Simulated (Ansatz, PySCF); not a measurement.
System: C3H5O (charge -1, singlet). It need not be the lowest isomer of its formula. Whether it binds its extra electron was not tested at this geometry. 
Structure (B3LYP-D3(BJ)/def2-TZVP (Ansatz, a program for electronic structure) minimum search):
```
C
O 1 1.2679
C 1 1.3815 2 128.23
H 3 1.0836 1 121.57 2 180.00
H 3 1.0851 4 118.16 1 -180.00
C 1 1.5438 2 115.17 3 180.00
H 6 1.0946 1 113.59 2 -180.00
H 6 1.0955 7 108.96 1 -121.88
H 6 1.0955 7 108.96 8 -116.24
```
Charge -1, spin multiplicity 1.

Total electronic energies in hartree. Cores are frozen in the correlated levels unless marked. No spin-orbit coupling. Non-relativistic. 

```csv
level,program,energy (Eh)
HF-D3(BJ)/def2-TZVPD,PySCF + dftd3,(withheld)
PBE/def2-TZVPD,Ansatz,(withheld)
revPBE-D3(BJ)/def2-TZVPD,Ansatz + dftd3,-192.59040
r2SCAN-D4/def2-TZVPD,Ansatz + dftd4,-192.52205
B3LYP/def2-TZVPD,Ansatz,-192.64028
PBE0-D3(BJ)/def2-TZVP,Ansatz + dftd3,-192.40267
CAM-B3LYP/def2-TZVPD,Ansatz,-192.54027
LC-wPBE-D4/def2-TZVPD,Ansatz + dftd4,-192.51101
MP2/cc-pVDZ,Ansatz,-191.95240
RI-MP2/aug-cc-pVTZ,Ansatz,-192.19395
RI-MP2/cc-pVTZ,Ansatz,(withheld)
CCSD/STO-3G,Ansatz,-188.97962
CCSD/6-31G*,Ansatz,-191.92633
CCSD(T)/6-31G,Ansatz,-191.68594
```

Question: Fill in the missing entries.

Answer: 
- HF-D3(BJ)/def2-TZVPD, energy (Eh): -191.46919
- PBE/def2-TZVPD, energy (Eh): -192.39517
- RI-MP2/cc-pVTZ, energy (Eh): -192.16619
